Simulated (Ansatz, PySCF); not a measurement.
Reaction (SMILES): S (H2S) -> S (H2S) as doublet, charge +1 + e-
Each molecule is optimised on its own at B3LYP-D3(BJ)/def2-TZVP (Ansatz, a program for electronic structure).

Wanted: adiabatic ionisation energy (0 K, with B3LYP-D3(BJ) harmonic zero-point energies from PySCF), in eV. Cores are frozen in the correlated levels unless marked. UHF or UKS for open shells. No spin-orbit coupling. No relativistic terms. CBS marks a two-point X^-3 extrapolation of the correlation energy; Hartree-Fock from the larger set (for Q and 5 zeta extrapolated as (X+1)exp(-9√X)). The bracket is a focal-point correction in the basis named.

Measured: 10.46 eV (CCCBDB table in ASE); it holds spin-orbit effects, which all levels lack. This is an older compilation, not checked against later work.

| level | program | adiabatic ionisation energy (eV) | error against measurement |
|---|---|---|---|
| HF/6-31G | Ansatz | 9.51 | -0.95 |
| HF/def2-QZVPPD | Ansatz | 9.19 | -1.27 |
| B3LYP-D4/def2-TZVPD | Ansatz + dftd4 | 10.41 | -0.05 |
| PBE0/def2-SVP | Ansatz | 10.25 | -0.21 |
| PBE0/def2-TZVPD | Ansatz | 10.33 | -0.13 |
| MN15/def2-TZVPD | PySCF | 10.49 | 0.03 |
| MP2/STO-3G | Ansatz | 6.77 | -3.69 |
| MP2/def2-SVP | Ansatz | 9.90 | -0.56 |
| MP2/aug-cc-pV(T+d)Z | Ansatz | 10.37 | -0.09 |
| MP2/def2-TZVPPD | Ansatz | 10.34 | -0.12 |
| SCS-MP2/cc-pV(T+d)Z | Ansatz | 10.27 | -0.19 |
| CCSD/STO-3G | Ansatz | 6.74 | -3.72 |
| RI-MP2/CBS(def2-TZVPP,def2-QZVPP)+[CCSD(T)-MP2]/def2-SVP | Ansatz | 10.44 | -0.02 |
| CCSD(T)/CBS(def2-TZVPPD,def2-QZVPPD) | Ansatz | 10.47 | 0.01 |
| CCSD(T)/CBS(cc-pV(Q+d)Z,cc-pV(5+d)Z) | Ansatz | 10.47 | 0.01 |
